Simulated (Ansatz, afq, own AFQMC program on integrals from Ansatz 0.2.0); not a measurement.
Two steps: Ansatz 0.2.0 writes the Fock matrix and Cholesky factors of the valence space, and afq projects on them the lowest state that overlaps trial and start.

```yaml
crystal:
  periodic: [false, false, false]
  atoms:
    - {symbol: O, position_ang: [-1.472642, -0.135757, -0.274366]}
    - {symbol: H, position_ang: [-1.268658, 0.640157, -0.830934]}
basis:
  gaussian: {orbitals: def2-TZVP}
magnetization: {spin_polarized: true, initial_magnetization: 1}
correlation: {method: ccsd_t, electrons: outside_noble_gas, hamiltonian_folder: ham}
```

```sh
$ ansatz run in.yaml --threads 1 --pin off --events-out ev --progress --plain --max-ram 24576MiB --backend cuda --devices 0, --max-vram 18GiB
```

Options of the walk:

```
--method phaseless --trial hf --walkers 4000 --populations 20 --least-time 40 --time-step 0.005 --steps-per-block 20 --equilibration-blocks 112 --max-blocks 4000 --target-error 0.00048 --factor-cut 1e-05 --start spin_pure --seed 8368 --taylor-order 6
```

Times are imaginary, in 1/Eh. The walk had a cap of 49 s. With eight or more populations the least sampling time is a fifth of least-time, and the error comes from their spread.

afq prints:

```
orbitals 36  electrons 4 3  factors 249 of 252
reference energy -75.42197329 Eh
CCSD correlation -0.20995944 Eh in 10 cycles, weight of the determinant in the CISD state 0.9493
energy of the start -75.422156 Eh
 block  time / (1/Eh)  mean weight  energy / Eh
     1     0.100  1.0016  -75.506759
     2     0.200  1.0016  -75.549766
     3     0.300  1.0022  -75.577860
     4     0.400  1.0017  -75.595619
     5     0.500  1.0011  -75.605563
     8     0.800  1.0003  -75.623931
    19     1.900  0.9996  -75.633830
    46     4.600  1.0001  -75.638074
    73     7.300  1.0000  -75.639091
   100    10.000  1.0001  -75.631868
   127    12.700  1.0001  -75.636523
   154    15.400  1.0000  -75.636045
   181    18.100  0.9998  -75.640420
   208    20.800  0.9999  -75.631304
   235    23.500  1.0005  -75.635672
   262    26.200  1.0000  -75.637878
   289    28.900  1.0002  -75.635360
   307    30.700  0.9998  -75.629217
   316    31.600  1.0000  -75.637106
   343    34.300  1.0004  -75.642474
   361    36.100  0.9995  -75.632957
error from the spread of 20 populations
energy -75.636023 +/- 0.000467 Eh
(rows thinned)
```

The run passed its tests (sampling time, drift between the halves within three errors, error under three times the target), which doesn't prove that it has relaxed.

Against this walk (error 12.7 meV) on the same determinant: CCSD(T) 19.0 meV lower (within the noise), CCSDT(Q) 33.2 meV lower, a separate phaseless walk with a CISD trial and standard settings 26.0 ± 12.9 meV lower. The error is statistical and leaves out the bias of the constraint.

Cautions: constraint bias not in the error.

The walk took 33 s on 1 thread of a server CPU with a shared H100 80 GB, shared host (the card was shared). The log's last line is the phaseless energy.

CCSDT and higher add their correlation energy to the determinant of the CCSD(T) run, since their own runs factorise the integrals more tightly (a shift of under 2 meV). A walk keeps the symmetry of its determinant, which the program's search chose and which needn't be the lowest solution, so a lower state of the same spin and another symmetry isn't excluded.
